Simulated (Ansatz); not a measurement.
Breaking a bond: H2, singlet.

Computed with full CI/cc-pVDZ, frozen core (Ansatz, a first-principles code).

Question: Relative to R = 0.77 Å, what are the energies at R = 0.64, 1.02, 1.25, 1.85 Å?

Answer: 32.8 kJ/mol at 0.64 Å, 70.1 kJ/mol at 1.02 Å, 170.8 kJ/mol at 1.25 Å, 359.5 kJ/mol at 1.85 Å.
